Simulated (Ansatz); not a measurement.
`CC(F)Cl`, 8 atoms. Total charge 0; spin multiplicity 1. All runs use 2 threads of a server CPU on a shared host. Correlated methods freeze the cores.

Problem. How many basis functions does each run have, and how long does it take in Ansatz? RHF-CCSD(T)/def2-TZVPP energy; RHF-MP2/def2-QZVPP energy; RKS ωB97M-V/def2-SVP energy; RKS r2SCAN-D4/def2-TZVPP energy and forces; RKS CAM-B3LYP-D4/def2-TZVPP energy; RKS BLYP-D4/def2-TZVPP energy; RKS PBE0-D4/def2-TZVP relaxation (6 steps); RKS PBE0-D4/def2-SVP energy; RKS B2PLYP (frozen core)/def2-TZVPP energy; direct RPA on PBE orbitals/def2-TZVPP energy; RKS ωB97M-V/def2-QZVPP energy; RHF-CCSD(T)/def2-SVP energy. (Estimate.)

Solution. Computed: Other jobs shared the machine, so times are rough.

| level | job | functions | wall time | peak host memory (GiB) |
| --- | --- | --- | --- | --- |
| RKS PBE0-D4/def2-SVP | energy | 80 | 0.9 s | 0.16 |
| RKS BLYP-D4/def2-TZVPP | energy | 191 | 1.6 s | 0.22 |
| RHF-CCSD(T)/def2-SVP | energy | 80 | 2.5 s | 0.26 |
| RKS CAM-B3LYP-D4/def2-TZVPP | energy | 191 | 2.7 s | 0.48 |
| RKS ωB97M-V/def2-SVP | energy | 80 | 2.9 s | 0.23 |
| RKS r2SCAN-D4/def2-TZVPP | energy and forces | 191 | 3.5 s | 0.24 |
| direct RPA on PBE orbitals/def2-TZVPP | energy | 191 | 3.9 s | 0.38 |
| RKS B2PLYP (frozen core)/def2-TZVPP | energy | 191 | 4 s | 0.42 |
| RKS ωB97M-V/def2-QZVPP | energy | 361 | 15 s | 1.1 |
| RHF-MP2/def2-QZVPP | energy | 361 | 16 s | 1.6 |
| RKS PBE0-D4/def2-TZVP | relaxation (6 steps) | 154 | 17 s | 0.34 |
| RHF-CCSD(T)/def2-TZVPP | energy | 191 | 43 s | 2.2 |
